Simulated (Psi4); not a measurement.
# A workflow on CF3 (SMILES F[C](F)F)

Wanted: a series of 8 runs (UB3LYP-D3(BJ)/def2-TZVP) of CF3. 

The results are computed with Psi4 1.11.

## Step 1: Starting point

CF3: 4 atoms, total charge 0, spin state doublet. As SMILES, `F[C](F)F`. Geometry: relaxed at PBE0-D4/def2-TZVP.

Bond lengths: F1–C2 1.313 Å, C2–F3 1.313 Å, C2–F4 1.313 Å. Angles: F1–C2–F3 111.4°, F1–C2–F4 111.4°, F3–C2–F4 111.4°.

## Step 2: A single-point energy at UB3LYP-D3(BJ)/def2-TZVP (density fitting) (run 1)

job.in

```
memory 1600 mb

molecule {
  0 2
  F     -1.227500     0.024900     0.265400
  C     -0.039500    -0.059500    -0.286700
  F      0.658900    -1.044900     0.227300
  F      0.608100     1.079500    -0.205900
  units angstrom
  symmetry c1
}

set {
  basis def2-TZVP
  reference uks
}

E, wfn = energy("b3lyp-d3(bj)", return_wfn=True)
print_variables()
```

Launch:

```sh
$ psi4 -i job.in -o job.out -n 1
```

job.out, cut to the lines that bear on the results:

```text
[...]
  Running in c1 symmetry.
[...]
  Nuclear repulsion =  124.596026532847389
[...]
  Multiplicity = 2
[...]
  Nalpha       = 17
  Nbeta        = 16
[...]
    Number of basis functions: 124
[...]
   @DF-UKS iter   1:  -337.66287801350188   -1.73276e-01   3.71819e-03 DIIS/ADIIS
[...]
   @DF-UKS iter   8:  -337.71853315224701   -1.27175e-08   6.16564e-07 DIIS
[...]
   @S^2 Observed:                7.517045274E-01
[...]
    Orbital Energies [Eh]
    ---------------------
    Alpha Occupied:
       1A    -24.751967     2A    -24.751955     3A    -24.751951
       4A    -10.436646     5A     -1.357153     6A     -1.271601
       7A     -1.271552     8A     -0.729815     9A     -0.632194
      10A     -0.632175    11A     -0.598003    12A     -0.507799
      13A     -0.507781    14A     -0.475827    15A     -0.475805
      16A     -0.449383    17A     -0.279307
    Alpha Virtual:
      18A      0.095803    19A      0.125816    20A      0.125857
      21A      0.168739    22A      0.221929    23A      0.254362
      24A      0.254441    25A      0.458681    26A      0.458697
[...]
  @DF-UKS Final Energy:  -337.71853315224701
   => Energetics <=
    Nuclear Repulsion Energy =            124.5960265328473895
    One-Electron Energy =                -715.9702052183744172
    Two-Electron Energy =                 283.4027776025326943
    DFT Exchange-Correlation Energy =     -29.7450795096511982
    Empirical Dispersion Energy =          -0.0020525596014962
    VV10 Nonlocal Energy =                  0.0000000000000000
    Total Energy =                       -337.7185331522470051
[...]
 Multipole Moments:
 ------------------------------------------------------------------------------------
     Multipole            Electronic (a.u.)      Nuclear  (a.u.)        Total (a.u.)
 ------------------------------------------------------------------------------------
 L = 1.  Multiply by 2.5417464519 to convert [e a0] to [Debye]
 Dipole X            :          0.0133286           -0.0259235           -0.0125949
 Dipole Y            :          0.0196094           -0.0390494           -0.0194399
 Dipole Z            :          0.0958709           -0.1881753           -0.0923044
 Magnitude           :                                                    0.0951664
[...]
```

Wall time 10 s (1 thread of AMD EPYC 7R43 (Zen 3), shared host); peak memory 0.49 GiB.

## Step 3: The distorted shape: the energy at UB3LYP-D3(BJ)/def2-TZVP (density fitting) (run 2)

cf3.py

```python
import psi4

psi4.set_memory('1600 MB')
psi4.set_num_threads(1)
psi4.set_output_file('run.log', False)

mol = psi4.geometry("""
0 2
F     -1.130354     0.195761     0.277521
C      0.057646     0.111361    -0.274579
F      0.756046    -0.874039     0.239421
F      0.608100     1.079500    -0.205900
units angstrom
symmetry c1
""")

psi4.set_options({
    'reference': 'uks',
})

psi4.set_options({'reference': 'uhf', 'stability_analysis': 'follow', 'max_attempts': 5})
psi4.energy("scf/def2-TZVP")
psi4.set_options({'reference': 'uks', 'stability_analysis': 'none', 'guess': 'read', 'guess_mix': False})

energy_value, wavefunction = psi4.energy("b3lyp-d3bj/def2-TZVP", return_wfn=True)
print(f'b3lyp-d3bj/def2-TZVP energy: {energy_value:.10f} Eh')
for k, v in sorted(psi4.core.scalar_variables().items()):
    print(f'{k:45s} {v:18.10f}')
```

Launch:

```sh
$ python cf3.py
```

run.log, cut to the lines that bear on the results:

```text
[...]
  Running in c1 symmetry.
[...]
  Nuclear repulsion =  131.577793926172603
[...]
  Multiplicity = 2
[...]
  Nalpha       = 17
  Nbeta        = 16
[...]
    Number of basis functions: 124
[...]
   @DF-UHF iter   1:  -336.16738052071963   -2.62831e-02   3.68952e-03 DIIS/ADIIS
[...]
   @DF-UKS iter   7:  -337.66718439678954   -8.95143e-08   5.35085e-07 DIIS
[...]
   @S^2 Observed:                7.515111164E-01
[...]
    Orbital Energies [Eh]
    ---------------------
    Alpha Occupied:
       1A    -24.789779     2A    -24.726446     3A    -24.726411
       4A    -10.413365     5A     -1.455415     6A     -1.287671
       7A     -1.255126     8A     -0.747223     9A     -0.662039
      10A     -0.660554    11A     -0.643109    12A     -0.518865
      13A     -0.506794    14A     -0.476013    15A     -0.461847
      16A     -0.437765    17A     -0.247558
    Alpha Virtual:
      18A      0.105628    19A      0.141085    20A      0.141842
      21A      0.167497    22A      0.250769    23A      0.260827
      24A      0.423284    25A      0.443827    26A      0.467886
[...]
  @DF-UKS Final Energy:  -337.66718439678954
   => Energetics <=
    Nuclear Repulsion Energy =            131.5777939261726033
    One-Electron Energy =                -729.4430881952878281
    Two-Electron Energy =                 290.0702038255996627
    DFT Exchange-Correlation Energy =     -29.8700296157964793
    Empirical Dispersion Energy =          -0.0020643374775235
    VV10 Nonlocal Energy =                  0.0000000000000000
    Total Energy =                       -337.6671843967895370
[...]
 Multipole Moments:
 ------------------------------------------------------------------------------------
     Multipole            Electronic (a.u.)      Nuclear  (a.u.)        Total (a.u.)
 ------------------------------------------------------------------------------------
 L = 1.  Multiply by 2.5417464519 to convert [e a0] to [Debye]
 Dipole X            :          0.1918551           -0.0099845            0.1818706
 Dipole Y            :          0.3362080           -0.0110157            0.3251923
 Dipole Z            :          0.0475985           -0.1861866           -0.1385881
 Magnitude           :                                                    0.3975344
[...]
```

Standard output:

```text
b3lyp-d3bj/def2-TZVP energy: -337.6671843968 Eh
B3LYP-D3(BJ) DISPERSION CORRECTION ENERGY          -0.0020643375
CURRENT ENERGY                                   -337.6671843968
CURRENT REFERENCE ENERGY                         -337.6671843968
DD SOLVATION ENERGY                                 0.0000000000
DFT FUNCTIONAL TOTAL ENERGY                      -337.6651200593
DFT TOTAL ENERGY                                 -337.6671843968
DFT VV10 ENERGY                                     0.0000000000
DFT XC ENERGY                                     -29.8700296158
DISPERSION CORRECTION ENERGY                       -0.0020643375
GRID ELECTRONS ALPHA                               17.0000002010
GRID ELECTRONS BETA                                16.0000003333
GRID ELECTRONS TOTAL                               33.0000005343
NUCLEAR REPULSION ENERGY                          131.5777939262
ONE-ELECTRON ENERGY                              -729.4430881953
PCM POLARIZATION ENERGY                             0.0000000000
PE ENERGY                                           0.0000000000
SCF ITERATION ENERGY                             -337.6671843968
SCF ITERATIONS                                      7.0000000000
SCF TOTAL ENERGY                                 -337.6671843968
TWO-ELECTRON ENERGY                               290.0702038256
XC GRID RADIAL POINTS                              75.0000000000
XC GRID SPHERICAL POINTS                          302.0000000000
XC GRID TOTAL POINTS                            87994.0000000000
```

Wall time 14 s (1 thread of AMD EPYC 7R43 (Zen 3), shared host); peak memory 0.51 GiB.

Run 3 isn't shown in full; the table further down has it.

## Step 4: The distorted shape: the energy at UB3LYP-D3(BJ)/def2-TZVP (density fitting) (run 4)

input.in

```
memory 1600 MB

molecule {
  0 2
  F     -2.68674079    -0.59860477     0.45573013
  C     -0.44174616    -0.75809765    -0.58758766
  F      0.87803857    -2.62023377     0.38373157
  F      1.14914246     2.03995935    -0.38909461
  units au
  symmetry c1
}

set {
  reference uks
}

set reference uhf
set stability_analysis follow
set max_attempts 5
energy("scf/def2-TZVP")
set reference uks
set stability_analysis none
set guess read
set guess_mix false

e_tot, wfn = energy("b3lyp-d3bj2b/def2-TZVP", return_wfn=True)
print_variables()
```

Launch:

```sh
$ psi4 input.in input.out -n 1
```

input.out, cut to the lines that bear on the results:

```text
[...]
  Running in c1 symmetry.
[...]
  Nuclear repulsion =  114.282185416770119
[...]
  Multiplicity = 2
[...]
  Nalpha       = 17
  Nbeta        = 16
[...]
    Number of basis functions: 124
[...]
   @DF-UHF iter   1:  -336.06216109828665   -9.03991e-01   4.66375e-03 ADIIS/DIIS
[...]
   @DF-UKS iter   9:  -337.67004824304695   -3.43107e-08   3.13333e-07 DIIS
[...]
   @S^2 Observed:                7.546598466E-01
[...]
    Orbital Energies [Eh]
    ---------------------
    Alpha Occupied:
       1A    -24.795330     2A    -24.795276     3A    -24.687056
       4A    -10.473959     5A     -1.366062     6A     -1.305007
       7A     -1.152372     8A     -0.749231     9A     -0.649892
      10A     -0.601854    11A     -0.599464    12A     -0.520976
      13A     -0.499112    14A     -0.481858    15A     -0.411001
      16A     -0.404864    17A     -0.324543
    Alpha Virtual:
      18A     -0.057560    19A      0.078278    20A      0.097054
      21A      0.153755    22A      0.184169    23A      0.220158
      24A      0.249954    25A      0.437486    26A      0.438204
[...]
  @DF-UKS Final Energy:  -337.67004824304695
   => Energetics <=
    Nuclear Repulsion Energy =            114.2821854167701190
    One-Electron Energy =                -695.5234043036703042
    Two-Electron Energy =                 273.1889810144168109
    DFT Exchange-Correlation Energy =     -29.6157910383952903
    Empirical Dispersion Energy =          -0.0020193321682318
    VV10 Nonlocal Energy =                  0.0000000000000000
    Total Energy =                       -337.6700482430469492
[...]
 Multipole Moments:
 ------------------------------------------------------------------------------------
     Multipole            Electronic (a.u.)      Nuclear  (a.u.)        Total (a.u.)
 ------------------------------------------------------------------------------------
 L = 1.  Multiply by 2.5417464519 to convert [e a0] to [Debye]
 Dipole X            :         -0.3272480           -0.0577967           -0.3850447
 Dipole Y            :         -0.5835333           -0.0951079           -0.6786412
 Dipole Z            :          0.1737287           -0.1921521           -0.0184234
 Magnitude           :                                                    0.7804824
[...]
```

It took 14 s on 1 thread of AMD EPYC 7R43 (Zen 3), shared host; peak memory 0.49 GiB.

Runs 5 to 7 aren't shown in full; the table further down has their settings and results.

## Step 5: The distorted shape: the energy at UB3LYP-D3(BJ)/def2-TZVP (density fitting) (run 8)

cf3.in

```
memory 1600 MB

molecule system {
  0 2
  F     -2.522719    -2.253133     0.103798
  C     -1.334719    -2.337533    -0.448302
  F     -0.636319    -3.322933     0.065698
  F      0.608100     1.079500    -0.205900
  symmetry c1
}

set basis def2-TZVP
set reference uks

set reference uhf
set stability_analysis follow
set max_attempts 5
energy("scf")
set reference uks
set stability_analysis none
set guess read
set guess_mix false

energy_value, wavefunction = energy("b3lyp-d3bj", return_wfn=True)
print_variables()
```

Launch:

```sh
$ psi4 -i cf3.in -o cf3.out -n 1
```

cf3.out, cut to the lines that bear on the results:

```text
[...]
  Running in c1 symmetry.
[...]
  Nuclear repulsion =   89.261147971127642
[...]
  Multiplicity = 2
[...]
  Nalpha       = 17
  Nbeta        = 16
[...]
    Number of basis functions: 124
[...]
   @DF-UHF iter   1:  -335.69503196292419   -8.33399e-01   6.00335e-03 DIIS/ADIIS
[...]
   @DF-UKS iter  25:  -337.57544810436923    1.59124e-07   8.61714e-07 DIIS
[...]
   @S^2 Observed:                7.519248360E-01
[...]
    Orbital Energies [Eh]
    ---------------------
    Alpha Occupied:
       1A    -24.779106     2A    -24.779061     3A    -24.770222
       4A    -10.396600     5A     -1.345885     6A     -1.285893
       7A     -1.219199     8A     -0.724489     9A     -0.626110
      10A     -0.571183    11A     -0.563557    12A     -0.550776
      13A     -0.502920    14A     -0.483810    15A     -0.464390
      16A     -0.464014    17A     -0.316421
    Alpha Virtual:
      18A     -0.108030    19A      0.086689    20A      0.108225
      21A      0.162533    22A      0.188760    23A      0.242881
      24A      0.292550    25A      0.446603    26A      0.447051
[...]
  @DF-UKS Final Energy:  -337.57544810436923
   => Energetics <=
    Nuclear Repulsion Energy =             89.2611479711276417
    One-Electron Energy =                -645.5014173698525610
    Two-Electron Energy =                 248.2340398191439590
    DFT Exchange-Correlation Energy =     -29.5678720206781733
    Empirical Dispersion Energy =          -0.0013465041100594
    VV10 Nonlocal Energy =                  0.0000000000000000
    Total Energy =                       -337.5754481043691726
[...]
 Multipole Moments:
 ------------------------------------------------------------------------------------
     Multipole            Electronic (a.u.)      Nuclear  (a.u.)        Total (a.u.)
 ------------------------------------------------------------------------------------
 L = 1.  Multiply by 2.5417464519 to convert [e a0] to [Debye]
 Dipole X            :          0.0464664           -0.2384340           -0.1919676
 Dipole Y            :          0.0664701           -0.4128131           -0.3463430
 Dipole Z            :          0.4203317           -0.2146899            0.2056419
 Magnitude           :                                                    0.4461991
[...]
```

Run time: 30 s. Hardware: 1 thread of AMD EPYC 7R43 (Zen 3), shared host; peak memory 0.44 GiB.

## Step 6: All runs side by side

```csv
run,start,partner,energy (Eh),dipole moment (D),HOMO energy (eV),LUMO energy (eV),wall time
1,–,base,-337.718533,0.24,-7.60,-2.89,10 s
2,stable UHF solution,C2–F4 1.12 Å,-337.667184,1.01,-6.74,-2.12,14 s
3,stable UHF solution,C2–F4 1.51 Å,-337.701910,1.04,-8.28,-3.60,14 s
4,stable UHF solution,C2–F4 1.71 Å,-337.670048,1.98,-8.83,-4.34,14 s
5,stable UHF solution,C2–F4 1.97 Å,-337.631613,2.92,-9.44,-5.15,16 s
6,stable UHF solution,C2–F4 2.36 Å,-337.599807,2.95,-9.64,-5.81,20 s
7,stable UHF solution,C2–F4 2.89 Å,-337.583550,2.26,-9.02,-6.48,29 s
8,stable UHF solution,C2–F4 3.94 Å,-337.575448,1.13,-8.51,-7.15,30 s
```

## Step 7: Results

```
                                                         quantity          value
                             distorted shape, run 8: total energy  -337.57545 Eh
                            distorted shape, run 8: dipole moment         1.13 D
       distorted shape, run 8: HOMO energy (highest over α and β)       -8.51 eV
        distorted shape, run 8: LUMO energy (lowest over α and β)       -7.15 eV
                        distorted shape, run 8: dispersion energy   -3.54 kJ/mol
                                     distorted shape, run 8: ⟨S²⟩          0.752
energy change with the C2–F4 bond stretched from 1.313 to 2.888 Å       3.673 eV
energy change with the C2–F4 bond shortened from 1.313 to 1.116 Å       1.397 eV
energy change with the C2–F4 bond stretched from 1.313 to 3.938 Å       3.894 eV
energy change with the C2–F4 bond stretched from 1.313 to 2.363 Å       3.231 eV
energy change with the C2–F4 bond stretched from 1.313 to 1.707 Å       1.319 eV
energy change with the C2–F4 bond stretched from 1.313 to 1.510 Å       0.452 eV
energy change with the C2–F4 bond stretched from 1.313 to 1.969 Å       2.365 eV
```

What this shows: With the C2–F4 bond stretched from 1.313 to 2.888 Å the energy rises by 3.67 eV (85 kcal/mol). The first shape isn't relaxed at this level, so the change isn't measured from a minimum. With the C2–F4 bond shortened from 1.313 to 1.116 Å the energy rises by 1.40 eV (32 kcal/mol). With the C2–F4 bond stretched from 1.313 to 3.938 Å the energy rises by 3.89 eV (90 kcal/mol). With the C2–F4 bond stretched from 1.313 to 2.363 Å the energy rises by 3.23 eV (312 kJ/mol). With the C2–F4 bond stretched from 1.313 to 1.707 Å the energy rises by 1.32 eV (127 kJ/mol). With the C2–F4 bond stretched from 1.313 to 1.510 Å the energy rises by 0.45 eV (43.6 kJ/mol). The lowest energy is that of run 1; the highest lies 3.894 eV above it. All runs together took 2.4 min, the longest 30 s.
